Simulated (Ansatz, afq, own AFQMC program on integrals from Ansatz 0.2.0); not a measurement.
Two steps: Ansatz 0.2.0 writes the Fock matrix and Cholesky factors of the valence space, and afq projects on them the lowest state that overlaps trial and start.

```yaml
crystal:
  periodic: [false, false, false]
  atoms:
    - {symbol: Zr, position_ang: [0.000000, 0.000000, 0.000000]}
    - {symbol: F, position_ang: [0.000000, 0.000000, 3.013000]}
basis:
  gaussian: {orbitals: def2-SVP}
magnetization: {spin_polarized: true, initial_magnetization: 3}
correlation: {method: ccsd_t, electrons: outside_noble_gas, hamiltonian_folder: ham}
```

```sh
$ ansatz run in.yaml --threads 1 --pin off --events-out ev --progress --plain --max-ram 1382MiB
```

afq runs on the folder ham with

```
--method phaseless --trial cisd --walkers 60 --populations 1 --least-time 40 --time-step 0.005 --steps-per-block 50 --equilibration-blocks 40 --max-blocks 300 --target-error 0.0008 --factor-cut 1e-05 --start spin_pure --seed 9144 --release-times 0.24,0.6,1.2,2,3,4.2 --release-step 0.04 --release-every 4 --taylor-order 6
```

Times are imaginary, in 1/Eh. The walk had a cap of 2204 s. Core potentials past Kr, no spin–orbit coupling.

afq prints:

```
orbitals 40  electrons 7 4  factors 288 of 456
reference energy -145.76261360 Eh
CCSD correlation -0.22311993 Eh in 40 cycles, weight of the determinant in the CISD state 0.9005
energy of the start -145.985770 Eh
 block  time / (1/Eh)  mean weight  energy / Eh
     1     0.250  0.9988  -145.984742
     2     0.500  0.9984  -145.988019
     3     0.750  1.0000  -145.987844
     4     1.000  0.9984  -145.995315
     5     1.250  1.0019  -145.991180
     7     1.750  0.9988  -145.992381
     9     2.250  0.9987  -145.985823
    17     4.250  1.0004  -145.989404
    33     8.250  1.0002  -145.988079
    49    12.250  1.0023  -145.983556
    65    16.250  0.9984  -145.968600
    81    20.250  1.0019  -145.978847
    97    24.250  1.0000  -145.983574
   113    28.250  0.9997  -145.983693
   129    32.250  0.9997  -145.997726
   145    36.250  0.9903  -145.971440
   161    40.250  1.0007  -145.986873
   177    44.250  1.0003  -145.980381
   193    48.250  1.0001  -145.978097
   209    52.250  1.0029  -145.985772
   225    56.250  0.9974  -145.988994
   241    60.250  0.9989  -145.979498
   257    64.250  1.0027  -145.970037
   273    68.250  0.9996  -145.988308
   289    72.250  1.0047  -145.990456
   305    76.250  0.9959  -146.013763
   321    80.250  0.9981  -145.982996
   337    84.250  1.0041  -145.996589
blocks merged  error / Eh  count
     1  0.000678  300
     2  0.000777  150
     4  0.000939  75
     8  0.001047  37
    16  0.001161  18
    32  0.001131  9
released: time / (1/Eh)  energy / Eh  error  mean overlap
  0.24  -145.988164  0.001753  1.0108
  0.60  -145.989389  0.002429  1.0125
  1.20  -145.990321  0.003498  0.9761
  2.00  -145.983959  0.007543  1.0015
  3.00  -145.981618  0.018442  0.9998
  4.20  -145.903586  0.101412  1.0703
energy -145.987466 +/- 0.001161 Eh
(rows thinned)
```

The run passed its tests (sampling time, drift between the halves within three errors, error under three times the target), which doesn't prove that it has relaxed.

Against this walk (error 31.6 meV) on the same determinant: CCSD(T) 84.6 meV lower, CCSDT(Q) 147.1 meV lower. The error is statistical and leaves out the bias of the constraint. The released energies are too noisy to show the bias of the constraint. CCSDT(Q) is the surest value here, so the walk's 147 meV above it is most likely the bias of the constraint with this trial, which can have either sign.

Cautions: constraint bias not in the error; error above the target (31.6 against 21.8 meV); no spin-orbit coupling; outer-core shells of the metal frozen; lower spins were not checked; higher spins were not checked; raised T1 diagnostic (T1 0.041, weight of the determinant 0.90, largest double 0.04); the bias of populations of 60 walkers isn't removed.

The walk took 20 min on 1 thread of Intel(R) Xeon(R) 6975P-C (Granite Rapids), on a shared host. The log's last line is the phaseless energy.

CCSDT and higher add their correlation energy to the determinant of the CCSD(T) run, since their own runs factorise the integrals more tightly (a shift of under 2 meV).
